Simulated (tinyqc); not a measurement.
Inside a calculation (part 2 of 2). Method: RHF in the sto-6g basis, for CH3-, spin multiplicity 1. The basis has no diffuse functions, so it cannot describe the extra electron: this is an exercise in the method, not the real anion. Computed by tinyqc, a small Python program that keeps every step (integrals from PySCF). Command: `OMP_NUM_THREADS=1 python tinyqc.py 21352 21353 out.jsonl` (the two numbers bound the seeds that draw the settings). One thread of a shared host (Intel(R) Xeon(R) Processor @ 2.60GHz), about 0.2 s of CPU time with the checks.

Geometry (angstrom):
```
atom        x        y       z
C      0.0000   0.0000  0.0120
H      1.3470   0.0000  0.0000
H     -0.6730   1.1660  0.0000
H     -0.6730  -1.1660  0.0000
```

## Iteration 1: diagonalisation and new density

Fock matrix F (hartree):
```
          1C 1s    1C 2s   1C 2px   1C 2py  1C 2pz    2H 1s    3H 1s    4H 1s
1C 1s   -8.5994  -2.3236   0.0000   0.0000  0.0003  -0.3499  -0.3505  -0.3505
1C 2s   -2.3236  -0.1315   0.0001   0.0000  0.0034  -0.0933  -0.0934  -0.0934
1C 2px   0.0000   0.0001   0.9987   0.0000  0.0000   0.0507  -0.0254  -0.0254
1C 2py   0.0000   0.0000   0.0000   0.9986  0.0000   0.0000   0.0440  -0.0440
1C 2pz   0.0003   0.0034   0.0000   0.0000  1.1240   0.0001   0.0001   0.0001
2H 1s   -0.3499  -0.0933   0.0507   0.0000  0.0001   0.4001  -0.0309  -0.0309
3H 1s   -0.3505  -0.0934  -0.0254   0.0440  0.0001  -0.0309   0.4002  -0.0309
4H 1s   -0.3505  -0.0934  -0.0254  -0.0440  0.0001  -0.0309  -0.0309   0.4002
```

X:
```
          1C 1s    1C 2s   1C 2px   1C 2py   1C 2pz    2H 1s    3H 1s    4H 1s
1C 1s    1.0257  -0.1459   0.0000   0.0000   0.0002   0.0191   0.0191   0.0191
1C 2s   -0.1459   1.2034  -0.0001   0.0000  -0.0016  -0.2120  -0.2123  -0.2123
1C 2px   0.0000  -0.0001   1.0984   0.0000   0.0000  -0.2287   0.1144   0.1144
1C 2py   0.0000   0.0000   0.0000   1.0986   0.0000   0.0000  -0.1983   0.1983
1C 2pz   0.0002  -0.0016   0.0000   0.0000   1.0000   0.0019   0.0019   0.0019
2H 1s    0.0191  -0.2120  -0.2287   0.0000   0.0019   1.1249  -0.0162  -0.0162
3H 1s    0.0191  -0.2123   0.1144  -0.1983   0.0019  -0.0162   1.1252  -0.0163
4H 1s    0.0191  -0.2123   0.1144   0.1983   0.0019  -0.0162  -0.0163   1.1252
```

D at the start:
```
          1C 1s    1C 2s   1C 2px   1C 2py   1C 2pz    2H 1s    3H 1s    4H 1s
1C 1s    2.1421  -0.6118   0.0000   0.0000   0.0009   0.0670   0.0671   0.0671
1C 2s   -0.6118   2.6111  -0.0003   0.0000  -0.0050  -0.2626  -0.2629  -0.2629
1C 2px   0.0000  -0.0003   2.3160   0.0000   0.0000  -0.3503   0.1753   0.1753
1C 2py   0.0000   0.0000   0.0000   2.3164   0.0000   0.0000  -0.3037   0.3037
1C 2pz   0.0009  -0.0050   0.0000   0.0000   2.0001   0.0031   0.0031   0.0031
2H 1s    0.0670  -0.2626  -0.3503   0.0000   0.0031   0.0794  -0.0001  -0.0001
3H 1s    0.0671  -0.2629   0.1753  -0.3037   0.0031  -0.0001   0.0796  -0.0001
4H 1s    0.0671  -0.2629   0.1753   0.3037   0.0031  -0.0001  -0.0001   0.0796
```

overlap S:
```
         1C 1s   1C 2s   1C 2px   1C 2py   1C 2pz    2H 1s    3H 1s    4H 1s
1C 1s   1.0000  0.2432   0.0000   0.0000   0.0000   0.0359   0.0359   0.0359
1C 2s   0.2432  1.0000   0.0000   0.0000   0.0000   0.3552   0.3555   0.3555
1C 2px  0.0000  0.0000   1.0000   0.0000   0.0000   0.3709  -0.1855  -0.1855
1C 2py  0.0000  0.0000   0.0000   1.0000   0.0000   0.0000   0.3215  -0.3215
1C 2pz  0.0000  0.0000   0.0000   0.0000   1.0000  -0.0033  -0.0033  -0.0033
2H 1s   0.0359  0.3552   0.3709   0.0000  -0.0033   1.0000   0.0695   0.0695
3H 1s   0.0359  0.3555  -0.1855   0.3215  -0.0033   0.0695   1.0000   0.0695
4H 1s   0.0359  0.3555  -0.1855  -0.3215  -0.0033   0.0695   0.0695   1.0000
```

A level shift of 0.5 hartree raises the virtual space: F + shift (S - S D(s) S), with D(s) the density of one spin (D/2). Diagonalise F' = X^T F X, C = X C', fill 5 alpha and 5 beta electrons from the bottom; D = 2 C_occ C_occ^T. Each column has its largest component positive (the first on a tie).

F' = X^T F X (hartree):
```
         1        2        3        4       5        6        7        8
1  -8.3929  -1.3949   0.0000   0.0000  0.0004  -0.0292  -0.0293  -0.0293
2  -1.3949   0.5780  -0.0001   0.0000  0.0007  -0.2648  -0.2651  -0.2651
3   0.0000  -0.0001   1.2031   0.0000  0.0000  -0.3243   0.1623   0.1623
4   0.0000   0.0000   0.0000   1.2032  0.0000   0.0000  -0.2812   0.2812
5   0.0004   0.0007   0.0000   0.0000  1.1241   0.0028   0.0028   0.0028
6  -0.0292  -0.2648  -0.3243   0.0000  0.0028   1.0674  -0.0300  -0.0300
7  -0.0293  -0.2651   0.1623  -0.2812  0.0028  -0.0300   1.0679  -0.0300
8  -0.0293  -0.2651   0.1623   0.2812  0.0028  -0.0300  -0.0300   1.0679
```

orbital energies (hartree): MO1 -8.6063, MO2 0.4401, MO3 0.7495, MO4 0.7495, MO5 1.1240, MO6 1.3590, MO7 1.5511, MO8 1.5517

coefficients C:
```
            MO1      MO2      MO3      MO4      MO5      MO6      MO7      MO8
1C 1s    0.9923  -0.2224   0.0000   0.0000  -0.0038  -0.2007   0.0004   0.0000
1C 2s    0.0326   0.7265   0.0000   0.0000   0.0169   1.0371  -0.0023   0.0000
1C 2px   0.0000  -0.0001   0.0000   0.5131   0.0000   0.0019   1.0108   0.0000
1C 2py   0.0000   0.0000   0.5132   0.0000   0.0000   0.0000   0.0000   1.0110
1C 2pz  -0.0001  -0.0043   0.0000   0.0000   0.9999  -0.0180   0.0000   0.0000
2H 1s   -0.0053   0.2218   0.0000   0.5505  -0.0059  -0.6289  -0.7848   0.0000
3H 1s   -0.0053   0.2219   0.4764  -0.2749  -0.0059  -0.6272   0.3943  -0.6811
4H 1s   -0.0053   0.2219  -0.4764  -0.2749  -0.0059  -0.6272   0.3943   0.6811
```

D after iteration 1:
```
          1C 1s    1C 2s   1C 2px   1C 2py   1C 2pz    2H 1s    3H 1s    4H 1s
1C 1s    2.0682  -0.2586   0.0001   0.0000  -0.0058  -0.1091  -0.1092  -0.1092
1C 2s   -0.2586   1.0582  -0.0002   0.0000   0.0276   0.3217   0.3219   0.3219
1C 2px   0.0001  -0.0002   0.5264   0.0000   0.0000   0.5648  -0.2821  -0.2821
1C 2py   0.0000   0.0000   0.0000   0.5267   0.0000   0.0000   0.4889  -0.4889
1C 2pz  -0.0058   0.0276   0.0000   0.0000   1.9994  -0.0138  -0.0138  -0.0138
2H 1s   -0.1091   0.3217   0.5648   0.0000  -0.0138   0.7045  -0.2041  -0.2041
3H 1s   -0.1092   0.3219  -0.2821   0.4889  -0.0138  -0.2041   0.7036  -0.2041
4H 1s   -0.1092   0.3219  -0.2821  -0.4889  -0.0138  -0.2041  -0.2041   0.7036
```

## Iteration 2: building the Fock matrix

core Hamiltonian H = T + V (hartree):
```
           1C 1s    1C 2s   1C 2px   1C 2py   1C 2pz    2H 1s    3H 1s    4H 1s
1C 1s   -19.1183  -4.3980   0.0000   0.0000   0.0003  -0.6533  -0.6543  -0.6543
1C 2s    -4.3980  -5.8366   0.0001   0.0000   0.0033  -1.7429  -1.7449  -1.7449
1C 2px    0.0000   0.0001  -4.8900   0.0000   0.0000  -1.5836   0.7924   0.7924
1C 2py    0.0000   0.0000   0.0000  -4.8901   0.0000   0.0000  -1.3728   1.3728
1C 2pz    0.0003   0.0033   0.0000   0.0000  -4.7683   0.0147   0.0147   0.0147
2H 1s    -0.6533  -1.7429  -1.5836   0.0000   0.0147  -3.2640  -0.3209  -0.3209
3H 1s    -0.6543  -1.7449   0.7924  -1.3728   0.0147  -0.3209  -3.2653  -0.3212
4H 1s    -0.6543  -1.7449   0.7924   1.3728   0.0147  -0.3209  -0.3212  -3.2653
```

nuclear repulsion = 7.754318 hartree

Given earlier and not repeated: Two-electron integrals (ij|kl) in chemists' order.

J_ij = sum D_kl (ij|kl), K_ij = sum D_kl (ik|jl); F = H + J - 0.5 K; E = tr D H + tr D J / 2 - 0.25 tr D K + E_nn.

Coulomb J (hartree):
```
          1C 1s   1C 2s   1C 2px   1C 2py   1C 2pz    2H 1s    3H 1s    4H 1s
1C 1s   12.3847  2.3075   0.0000   0.0000   0.0007   0.3478   0.3484   0.3484
1C 2s    2.3075  5.9213   0.0000   0.0000   0.0015   1.7522   1.7541   1.7541
1C 2px   0.0000  0.0000   5.9239   0.0000   0.0000   1.7185  -0.8598  -0.8598
1C 2py   0.0000  0.0000   0.0000   5.9240   0.0000   0.0000   1.4897  -1.4897
1C 2pz   0.0007  0.0015   0.0000   0.0000   5.9160  -0.0151  -0.0151  -0.0151
2H 1s    0.3478  1.7522   1.7185   0.0000  -0.0151   3.8697   0.3114   0.3114
3H 1s    0.3484  1.7541  -0.8598   1.4897  -0.0151   0.3114   3.8707   0.3116
4H 1s    0.3484  1.7541  -0.8598  -1.4897  -0.0151   0.3114   0.3116   3.8707
```

exchange K (hartree):
```
          1C 1s    1C 2s   1C 2px   1C 2py   1C 2pz    2H 1s    3H 1s    4H 1s
1C 1s    7.2070   1.1794   0.0000   0.0000  -0.0001   0.1879   0.1882   0.1882
1C 2s    1.1794   1.7262  -0.0002   0.0000   0.0078   0.6877   0.6884   0.6884
1C 2px   0.0000  -0.0002   1.1623   0.0000   0.0000   0.6734  -0.3368  -0.3368
1C 2py   0.0000   0.0000   0.0000   1.1628   0.0000   0.0000   0.5835  -0.5835
1C 2pz  -0.0001   0.0078   0.0000   0.0000   1.6436  -0.0071  -0.0071  -0.0071
2H 1s    0.1879   0.6877   0.6734   0.0000  -0.0071   1.0998   0.1000   0.1000
3H 1s    0.1882   0.6884  -0.3368   0.5835  -0.0071   0.1000   1.0998   0.1001
4H 1s    0.1882   0.6884  -0.3368  -0.5835  -0.0071   0.1000   0.1001   1.0998
```

Fock matrix F (hartree):
```
           1C 1s    1C 2s   1C 2px   1C 2py  1C 2pz    2H 1s    3H 1s    4H 1s
1C 1s   -10.3371  -2.6802   0.0000   0.0000  0.0010  -0.3994  -0.4000  -0.4000
1C 2s    -2.6802  -0.7784   0.0002   0.0000  0.0009  -0.3346  -0.3350  -0.3350
1C 2px    0.0000   0.0002   0.4528   0.0000  0.0000  -0.2018   0.1009   0.1009
1C 2py    0.0000   0.0000   0.0000   0.4524  0.0000   0.0000  -0.1748   0.1748
1C 2pz    0.0010   0.0009   0.0000   0.0000  0.3259   0.0031   0.0031   0.0031
2H 1s    -0.3994  -0.3346  -0.2018   0.0000  0.0031   0.0558  -0.0595  -0.0595
3H 1s    -0.4000  -0.3350   0.1009  -0.1748  0.0031  -0.0595   0.0555  -0.0596
4H 1s    -0.4000  -0.3350   0.1009   0.1748  0.0031  -0.0595  -0.0596   0.0555
```

total energy of this density = -38.997022 hartree

## Iteration 2: diagonalisation and new density

As before.

F' = X^T F X (hartree):
```
          1        2        3        4        5        6        7        8
1  -10.1267  -1.4956   0.0000   0.0000   0.0022  -0.0091  -0.0092  -0.0092
2   -1.4956   0.2111   0.0000   0.0000  -0.0076  -0.4578  -0.4582  -0.4582
3    0.0000   0.0000   0.9904   0.0000   0.0000  -0.6150   0.3075   0.3075
4    0.0000   0.0000   0.0000   0.9902   0.0000   0.0000  -0.5328   0.5328
5    0.0022  -0.0076   0.0000   0.0000   0.3260   0.0077   0.0077   0.0077
6   -0.0091  -0.4578  -0.6150   0.0000   0.0077   0.5731   0.0125   0.0125
7   -0.0092  -0.4582   0.3075  -0.5328   0.0077   0.0125   0.5734   0.0125
8   -0.0092  -0.4582   0.3075   0.5328   0.0077   0.0125   0.0125   0.5734
```

orbital energies (hartree): MO1 -10.3402, MO2 -0.2767, MO3 -0.0079, MO4 -0.0077, MO5 0.3258, MO6 1.3000, MO7 1.5588, MO8 1.5591

coefficients C:
```
            MO1      MO2      MO3      MO4      MO5      MO6      MO7      MO8
1C 1s    0.9951  -0.2014   0.0000  -0.0001  -0.0040  -0.2088   0.0002   0.0000
1C 2s    0.0211   0.6586   0.0000   0.0003   0.0186   1.0817  -0.0010   0.0000
1C 2px   0.0000  -0.0002   0.0000   0.4381   0.0000   0.0006   1.0455   0.0000
1C 2py   0.0000   0.0000   0.4382   0.0000   0.0000   0.0000   0.0000   1.0457
1C 2pz  -0.0001  -0.0041   0.0000   0.0000   0.9998  -0.0192   0.0000   0.0000
2H 1s   -0.0037   0.2614   0.0000   0.6063  -0.0063  -0.6124  -0.7434   0.0000
3H 1s   -0.0037   0.2618   0.5247  -0.3028  -0.0063  -0.6121   0.3724  -0.6446
4H 1s   -0.0037   0.2618  -0.5247  -0.3028  -0.0063  -0.6121   0.3724   0.6446
```

D after iteration 2:
```
          1C 1s    1C 2s   1C 2px   1C 2py   1C 2pz    2H 1s    3H 1s    4H 1s
1C 1s    2.0616  -0.2234   0.0000   0.0000  -0.0066  -0.1127  -0.1127  -0.1127
1C 2s   -0.2234   0.8690  -0.0001   0.0000   0.0317   0.3443   0.3443   0.3443
1C 2px   0.0000  -0.0001   0.3838   0.0000   0.0000   0.5311  -0.2654  -0.2654
1C 2py   0.0000   0.0000   0.0000   0.3840   0.0000   0.0000   0.4598  -0.4598
1C 2pz  -0.0066   0.0317   0.0000   0.0000   1.9994  -0.0147  -0.0147  -0.0147
2H 1s   -0.1127   0.3443   0.5311   0.0000  -0.0147   0.8719  -0.2301  -0.2301
3H 1s   -0.1127   0.3443  -0.2654   0.4598  -0.0147  -0.2301   0.8712  -0.2301
4H 1s   -0.1127   0.3443  -0.2654  -0.4598  -0.0147  -0.2301  -0.2301   0.8712
```

## Iteration 12 (converged): orbitals

converged F (hartree):
```
           1C 1s    1C 2s   1C 2px   1C 2py  1C 2pz    2H 1s    3H 1s    4H 1s
1C 1s   -10.5941  -2.7322   0.0000   0.0000  0.0011  -0.4073  -0.4079  -0.4079
1C 2s    -2.7322  -0.8615   0.0001   0.0000  0.0003  -0.3585  -0.3589  -0.3589
1C 2px    0.0000   0.0001   0.3809   0.0000  0.0000  -0.2158   0.1079   0.1079
1C 2py    0.0000   0.0000   0.0000   0.3806  0.0000   0.0000  -0.1870   0.1870
1C 2pz    0.0011   0.0003   0.0000   0.0000  0.1990   0.0032   0.0032   0.0032
2H 1s    -0.4073  -0.3585  -0.2158   0.0000  0.0032   0.0153  -0.0642  -0.0642
3H 1s    -0.4079  -0.3589   0.1079  -0.1870  0.0032  -0.0642   0.0150  -0.0643
4H 1s    -0.4079  -0.3589   0.1079   0.1870  0.0032  -0.0642  -0.0643   0.0150
```

Diagonalise F' = X^T F X, C = X C', fill 5 alpha and 5 beta electrons from the bottom; D = 2 C_occ C_occ^T. Each column has its largest component positive (the first on a tie).

F' = X^T F X (hartree):
```
          1        2        3        4        5        6        7        8
1  -10.3873  -1.4804   0.0000   0.0000   0.0017  -0.0299  -0.0301  -0.0301
2   -1.4804  -0.0548   0.0000   0.0000  -0.0038  -0.3216  -0.3220  -0.3220
3    0.0000   0.0000   0.6284   0.0000   0.0000  -0.4038   0.2020   0.2020
4    0.0000   0.0000   0.0000   0.6285   0.0000   0.0000  -0.3500   0.3500
5    0.0017  -0.0038   0.0000   0.0000   0.1990   0.0044   0.0044   0.0044
6   -0.0299  -0.3216  -0.4038   0.0000   0.0044   0.2853  -0.0170  -0.0170
7   -0.0301  -0.3220   0.2020  -0.3500   0.0044  -0.0170   0.2854  -0.0171
8   -0.0301  -0.3220   0.2020   0.3500   0.0044  -0.0170  -0.0171   0.2854
```

orbital energies (hartree): MO1 -10.5968, MO2 -0.3441, MO3 -0.0557, MO4 -0.0555, MO5 0.1989, MO6 0.7502, MO7 0.9862, MO8 0.9866

coefficients C:
```
            MO1      MO2      MO3      MO4      MO5      MO6      MO7      MO8
1C 1s    0.9956  -0.1983   0.0000  -0.0001  -0.0037  -0.2096   0.0002   0.0000
1C 2s    0.0192   0.6472   0.0000   0.0003   0.0173   1.0886  -0.0012   0.0000
1C 2px   0.0000  -0.0002   0.0000   0.4168   0.0000   0.0008   1.0542   0.0000
1C 2py   0.0000   0.0000   0.4168   0.0000   0.0000   0.0000   0.0000   1.0544
1C 2pz  -0.0001  -0.0029   0.0000   0.0000   0.9998  -0.0186   0.0000   0.0000
2H 1s   -0.0032   0.2678   0.0000   0.6212  -0.0062  -0.6098  -0.7308   0.0000
3H 1s   -0.0032   0.2682   0.5377  -0.3103  -0.0062  -0.6093   0.3663  -0.6338
4H 1s   -0.0032   0.2682  -0.5377  -0.3103  -0.0062  -0.6093   0.3663   0.6338
```

D after iteration 12:
```
          1C 1s    1C 2s   1C 2px   1C 2py   1C 2pz    2H 1s    3H 1s    4H 1s
1C 1s    2.0609  -0.2186   0.0000   0.0000  -0.0064  -0.1126  -0.1127  -0.1127
1C 2s   -0.2186   0.8392   0.0000   0.0000   0.0308   0.3467   0.3467   0.3467
1C 2px   0.0000   0.0000   0.3474   0.0000   0.0000   0.5177  -0.2587  -0.2587
1C 2py   0.0000   0.0000   0.0000   0.3475   0.0000   0.0000   0.4483  -0.4483
1C 2pz  -0.0064   0.0308   0.0000   0.0000   1.9994  -0.0139  -0.0139  -0.0139
2H 1s   -0.1126   0.3467   0.5177   0.0000  -0.0139   0.9153  -0.2417  -0.2417
3H 1s   -0.1127   0.3467  -0.2587   0.4483  -0.0139  -0.2417   0.9148  -0.2417
4H 1s   -0.1127   0.3467  -0.2587  -0.4483  -0.0139  -0.2417  -0.2417   0.9148
```

## Convergence

Stop when the energy changes by less than 1e-08 hartree and every element of the error matrix X^T (F D S - S D F) X is below 3e-05.

Course of the cycle:
```
iteration  E (hartree)     change  largest element of the error matrix
1           -35.751434          -                             6.54e-01
2           -38.997022  -3.25e+00                             1.86e-01
3           -39.052866  -5.58e-02                             3.79e-02
4           -39.055010  -2.14e-03                             9.00e-03
5           -39.055116  -1.06e-04                             2.58e-03
6           -39.055125  -9.66e-06                             9.27e-04
7           -39.055127  -1.96e-06                             4.34e-04
8           -39.055128  -5.45e-07                             2.51e-04
9           -39.055128  -1.63e-07                             1.39e-04
10          -39.055128  -4.99e-08                             7.59e-05
11          -39.055128  -1.58e-08                             4.12e-05
12          -39.055128  -5.29e-09                             2.23e-05
```

PySCF RHF in the same basis = -39.055128 hartree

Converged in 12 iterations.

## Populations, bond orders and dipole

Mulliken: Z minus the diagonal of D S on the atom; Loewdin: the same with S^(1/2) D S^(1/2); Mayer order: 2 sum_s sum (D(s) S)_ij (D(s) S)_ji over the two atoms.

Charges (e):
```
atom  Mulliken  Loewdin
1C     -0.4219  -0.4650
2H     -0.1929  -0.1785
3H     -0.1926  -0.1782
4H     -0.1926  -0.1782
```

Mayer bond orders:
```
pair   order
2-1   0.9038
3-1   0.9039
3-2   0.0295
4-1   0.9039
4-2   0.0295
4-3   0.0295
```

dipole moment about the origin, x y z (debye): -0.0026  0.0000  -0.0983
